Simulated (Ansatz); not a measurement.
I need an active-space calculation of FH. Use Ansatz's Python interface. Settings: SC-NEVPT2, def2-SVP basis, multiplicity 1.

```yaml
atoms:
  - { symbol: F, position_ang: [-0.3954, 0.1465, -0.1990] }
  - { symbol: H, position_ang: [0.3954, -0.1465, 0.1990] }
```

`cas_fh.py`
```python
import ansatz as az

BASIS = 'def2-SVP'


def main() -> None:
    geometry_ang = [
        ('F', (-0.39537, 0.14653, -0.19903)),
        ('H', (0.39537, -0.14653, 0.19903)),
    ]
    system = az.Crystal.molecule()
    for symbol, xyz in geometry_ang:
        system = system.atom(symbol, xyz)

    calc = system.calculation()
    calc = calc.basis(gaussian=BASIS)
    calc = calc.correlation(active_electrons=4, active_orbitals=5)
    for method in ['sc_nevpt2']:
        report = (calc if method is None else calc.correlation(method)).run(threads=1, pin='off').report
        space = report['configurations']
        state = space['states'][0]
        print(method or 'casscf', f'total {report["free_energy_ev"] / 27.211386246:.6f} Ha, active-space state {state["energy"]["hartree"]:.6f} Ha, mean field {report["reference_energy_ev"] / 27.211386246:.6f} Ha')
        print('  determinants', state['n_determinants'], ' natural occupations', [round(n, 3) for n in space['natural_occupations']])
    print('effectively unpaired electrons, sum of min(n, 2 - n):', round(sum(min(n, 2 - n) for n in space['natural_occupations']), 3))


if __name__ == '__main__':
    main()
```

Output of `python cas_fh.py`:
```text
sc_nevpt2 total -100.127842 Ha, active-space state -99.987255 Ha, mean field -99.931598 Ha
  determinants 52  natural occupations [1.987, 1.977, 0.023, 0.011, 0.001]
effectively unpaired electrons, sum of min(n, 2 - n): 0.072
```

Total energies depend on the basis set; only differences at equal settings carry meaning. The geometry is a force-field or estimated start, not a minimum of this method, and the basis set is short of its limit. The active space starts as a window about the frontier orbitals and is then optimised, not chosen by chemistry. Hardware and time: 1 s on 1 thread of Arm Neoverse V1 (shared host), peak memory 0.13 GiB.
